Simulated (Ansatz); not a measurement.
Bulk modulus B0 of some bcc solids

Method: LDA (plane waves, PAW; Ansatz, a first-principles code). References are measured values corrected to a static lattice.

Values in GPa.

| solid | reference | LDA | error (%) |
|---|---|---|---|
| bcc Nb | 173 | 191 | +10.4 |
| bcc Na | 7.9 | 9.14 | +15.7 |
| bcc Fe | 174 | 249 | +43 |
| bcc Cs | 2.11 (2.11–2.35) | 2.44 | +15.6 |
| bcc Li | 13.8 (13.1–13.9) | ? | ? |
| bcc V | 161 | 209 | +30 |
| bcc Ba | 9.34 (9.34–10.6) | 10.2 | +9.2 |
| bcc K | 3.75 | 4.48 | +19.5 |
| bcc Mo | 265 (265–278) | 293 | +10.6 |
| bcc W | 312 (300–328) | 335 | +7.4 |
| bcc Ta | 198 | 220 | +11.1 |

Q: Estimate the withheld LDA value.

A: The errors of the other rows run from +7.4 % to +43 %, with a median of +13.4 %; carried to the reference 13.8 it gives 15.6 GPa. The run gives 15.1 GPa (+9.4 %), -3.2 % from the estimate; the row was drawn at random, and such an estimate is rough. Over these 11 solids the mean error is +16.5 %, the mean absolute error 16.5 % (median 11.1 %), and the worst case bcc Fe at +43 %; the value is too high in 11 of 11 cases.

All these references are brought to a static lattice.

Spin–orbit coupling is left out, also for the solids with elements from indium on (bcc Cs, bcc Ba, bcc W, bcc Ta); its size isn't shown.

Brackets give the range of the sources taken for a reference, where it is wide; it can hold other temperatures.

Differences are worked out from the printed values.

Each level is taken at its own relaxed cell. Ansatz's density-functional and Hartree–Fock values are scalar-relativistic unless marked +SOC, with PAW data made under PBE.

Ansatz's runs of these crystals have no spin polarisation, but for bcc Fe.

Density-functional runs with spin start from parallel moments for bcc Fe.

Not in this set, of the bcc solids with a reference value in our tables and a result at some level: 2 for sources at odds. These can be a level's best or worst cases. Solids without a released value at any level aren't counted. Layered and molecular crystals are counted apart. The metals Ce to Yb are counted apart.

References as tabulated in Levämäki et al. (2014), arXiv:1402.3671; Mejia-Rodriguez and Trickey (2018), arXiv:1807.09216; doi:10.1021/acs.jctc.3c00612.
